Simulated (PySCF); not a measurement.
**ethyl propyl ether: full NMR table**

- Formula: C5H12O
- SMILES: CCCOCC
- Degrees of unsaturation: 0
- Carbon signals: 5
- Proton signals: 5

Molfile (atoms numbered from 1):
```
C5H12O
     RDKit          3D

 18 17  0  0  0  0  0  0  0  0999 V2000
   -2.8982   -0.3872   -0.6773 C   0  0  0  0  0  0  0  0  0  0  0  0
   -1.7349    0.3784   -0.0720 C   0  0  0  0  0  0  0  0  0  0  0  0
   -0.4211   -0.3415   -0.2620 C   0  0  0  0  0  0  0  0  0  0  0  0
    0.6103    0.4105    0.3197 O   0  0  0  0  0  0  0  0  0  0  0  0
    1.8675   -0.2026    0.1967 C   0  0  0  0  0  0  0  0  0  0  0  0
    2.9060    0.6763    0.8454 C   0  0  0  0  0  0  0  0  0  0  0  0
   -2.7564   -0.5434   -1.7503 H   0  0  0  0  0  0  0  0  0  0  0  0
   -3.8378    0.1521   -0.5441 H   0  0  0  0  0  0  0  0  0  0  0  0
   -3.0124   -1.3705   -0.2126 H   0  0  0  0  0  0  0  0  0  0  0  0
   -1.8958    0.5329    0.9991 H   0  0  0  0  0  0  0  0  0  0  0  0
   -1.6562    1.3720   -0.5233 H   0  0  0  0  0  0  0  0  0  0  0  0
   -0.2222   -0.4913   -1.3363 H   0  0  0  0  0  0  0  0  0  0  0  0
   -0.4660   -1.3429    0.1974 H   0  0  0  0  0  0  0  0  0  0  0  0
    1.8489   -1.1957    0.6728 H   0  0  0  0  0  0  0  0  0  0  0  0
    2.1055   -0.3615   -0.8671 H   0  0  0  0  0  0  0  0  0  0  0  0
    2.9338    1.6557    0.3639 H   0  0  0  0  0  0  0  0  0  0  0  0
    3.8952    0.2213    0.7626 H   0  0  0  0  0  0  0  0  0  0  0  0
    2.6787    0.8214    1.9032 H   0  0  0  0  0  0  0  0  0  0  0  0
  1  2  1  0
  2  3  1  0
  3  4  1  0
  4  5  1  0
  5  6  1  0
  1  7  1  0
  1  8  1  0
  1  9  1  0
  2 10  1  0
  2 11  1  0
  3 12  1  0
  3 13  1  0
  5 14  1  0
  5 15  1  0
  6 16  1  0
  6 17  1  0
  6 18  1  0
M  END
```

PySCF 2.14 calculation with PBE0-D3(BJ)/def2-TZVP geometry and shielding tensors at B97-2/pcSseg-2 (GIAO); averaged over atoms made equivalent by symmetry, fast rotation or ring inversion, one computed conformer, non-relativistic Hamiltonian, isolated molecule.

Referencing at the same level of theory: TMS for 1H (31.64 ppm), 13C (185.38 ppm); 17O (327.66 ppm) vs H2O.

```tsv
carbon	δC, type	δH (multiplicity)	HMBC from (2–3 bonds)	span of the C tensor (ppm)
C1	12.5, CH3	0.91 (t)	H12/H13, H10/H11	21
C2	28.2, CH2	1.69 (m)	H12/H13, H7/H8/H9	27
C3	79.5, CH2	3.27 (t)	H14/H15, H10/H11, H7/H8/H9	89
C5	71.9, CH2	3.41 (q)	H12/H13, H16/H17/H18	83
C6	18.2, CH3	1.21 (t)	H14/H15	32
```

Other nuclei:
| atoms | nucleus | environment | δ (ppm) | σ (ppm) |
| --- | --- | --- | --- | --- |
| O4 | 17O | ether oxygen | 56.5 | 271.1 |

- Carbon types of the structure: 3 × CH2, 2 × CH3, which accounts for all hydrogens.
- δC 79.5, 71.9: sp3 CH2 bonded to O; pulled downfield by the heteroatom.
- δC 28.2: sp3 CH2; saturated and bonded to C and H only.
- δC 18.2, 12.5: methyl carbon; a saturated carbon with 1 carbon neighbour and no heteroatom attached.
- δH 3.41, 3.27: hydrogen on an sp3 CH2 bonded to O; its carbon carries O, hence the downfield position.
- δH 1.69: hydrogen on an sp3 CH2.

Shifts are as computed. Against solution values, carbons near 30 ppm lie about +3 ppm off and those near 130 ppm about +7 ppm. Of 1309 compounds with measured shifts, 239 miss one by over three times the rms of a fit or turn the order of signals round; such compounds aren't used in these exercises. Experimental scales use liquid or dissolved standards, which lie at an offset from isolated H2O (liquid H2O: subtract about 36 ppm). No couplings were computed; multiplicities are counted from neighbouring protons, with m where these are inequivalent, close in shift, in a saturated or five-membered ring or joined by F or P, and br s for small geminal =CH2 splittings.
